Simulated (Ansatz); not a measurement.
**H₂O− (doublet): B3LYP, CAM-B3LYP, wB97M-V over a scan of the angle H2–O1–H3, aug-cc-pVDZ**

Aim: run H₂O− (doublet) with these functionals over a scan of the angle H2–O1–H3, and hold them against the top wave-function level at the same points.

The runs use Ansatz 0.2.0, Gaussian basis; aug-cc-pVDZ, all electrons in the functionals.

Plan: B3LYP, CAM-B3LYP, wB97M-V, at 71.4°; 90.6°; 101.6°; 101.9°; 118.5°; 137.1°; 156.2°; 180.0°.

10 further runs of the same task are left out: 1 for a mislabelled method, 8 that didn't finish, 1 set aside as unsound or not needed.

### 1 The system

The geometry derives from a PBE0/def2-TZVPD stationary point (not a proven minimum). One angle is set to the value named; bond lengths are kept.

3 atoms, charge -1, spin multiplicity 2.

Atoms are counted from 1 here; the program's logs count them from 0.

Bond lengths: O1–H2 0.977 Å, O1–H3 0.977 Å. Angles: H2–O1–H3 101.6°.

No dispersion term is added; wB97M-V holds VV10 nonlocal correlation. B3LYP takes the VWN-RPA correlation.

The geometry shown and the zero of energy belong to the point 101.6°. The yardstick, UCCSDT(Q), and other wave-function levels (R restricted, U unrestricted, valence and pair active spaces) come from earlier runs.

### 2 B3LYP, 71.4°

Contents of in.yaml:

```yaml
crystal:
  periodic: [false, false, false]
  atoms:
    - {symbol: O, position_ang: [0.000000, -0.088806, 0.000000]}
    - {symbol: H, position_ang: [0.000000, 0.704827, 0.570284]}
    - {symbol: H, position_ang: [0.000000, 0.704827, -0.570284]}
basis:
  gaussian: {orbitals: aug-cc-pVDZ}
total_charge: -1
magnetization: {spin_polarized: true, initial_magnetization: 1}
hamiltonian: {xc: {name: B3LYP}}
```

Run with:

```
$ ansatz run in.yaml --threads 1 --pin off --events-out ev --progress --plain --max-ram 2393MiB
```

After this run come: B3LYP, 90.6°; B3LYP, 101.6°; B3LYP, 101.9°; B3LYP, 118.5°; B3LYP, 137.1°; B3LYP, 156.2°; B3LYP, 180.0°; CAM-B3LYP, 71.4°; CAM-B3LYP, 90.6°; CAM-B3LYP, 101.6°; CAM-B3LYP, 101.9°; CAM-B3LYP, 118.5°; CAM-B3LYP, 137.1°; CAM-B3LYP, 156.2°; CAM-B3LYP, 180.0°; wB97M-V, 71.4°; wB97M-V, 90.6°; wB97M-V, 101.6°; wB97M-V, 101.9°; wB97M-V, 118.5°; wB97M-V, 137.1°; wB97M-V, 156.2°; wB97M-V, 180.0°.

Q: Predict the results of all the runs planned. Wanted: span of the UCCSDT(Q) curve; largest miss, B3LYP; largest miss, CAM-B3LYP; largest miss, wB97M-V.

As calculated:

```
                   quantity               value
span of the UCCSDT(Q) curve            1.521 eV
        largest miss, B3LYP  -0.190 eV (180.0°)
    largest miss, CAM-B3LYP  -0.187 eV (180.0°)
      largest miss, wB97M-V  -0.155 eV (180.0°)
```

Of the functionals, wB97M-V keep the smallest largest miss at the points compared (at most 0.155 eV) and B3LYP strays most (0.190 eV, at 180.0°). Functionals and the yardstick converge differently with the basis, so part of each miss in aug-cc-pVDZ is the basis.
